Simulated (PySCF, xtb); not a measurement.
hydrogen peroxide cation (H2O2), SMILES OO (connectivity only; charge and spin as stated), charge +1, multiplicity 2.

Harmonic wavenumbers (cm⁻¹) from xtb with GFN2-xTB at its own minimum, in rising order: 771, 1110, 1256, 1333, 2958, 2996.

Problem. What does B3LYP-D3(BJ)/def2-TZVP in PySCF give at its own minimum? (An estimate is asked for; the answer gives what the named calculation found.)

Solution. 866, 1247, 1310, 1585, 3400, 3420. Paired by order, the mean absolute difference is 234 cm⁻¹ and the zero-point energies are 14.9 and 16.9 kcal/mol.
